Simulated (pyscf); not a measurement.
One four-centre exchange on the singlet surface with elements of a group swapped. ωB97M-D3(BJ)/def2-TZVP, eV, from the separated reactants. Structures and frequencies: ωB97X-D3(BJ)/def2-SVP in PySCF.

```json
[
 {"step": "Cl–B(Cl)–Cl + SiH₄ -> H₃Si–Cl + Cl–BH–Cl", "barrier": "0.96", "reaction energy": "-0.18", "imaginary mode (i cm⁻¹)": "294"},
 {"step": "F–B(F)–F + SiH₄ → F–SiH₃ + F–BH–F", "barrier": "(withheld)", "reaction energy": "(withheld)", "imaginary mode (i cm⁻¹)": "363"}
]
```

### Question
Some entries are withheld; supply them.

### Answer

- F–B(F)–F + SiH₄ → F–SiH₃ + F–BH–F, barrier: 1.10
- F–B(F)–F + SiH₄ → F–SiH₃ + F–BH–F, reaction energy: +0.13

Each row is the saddle that its search found.
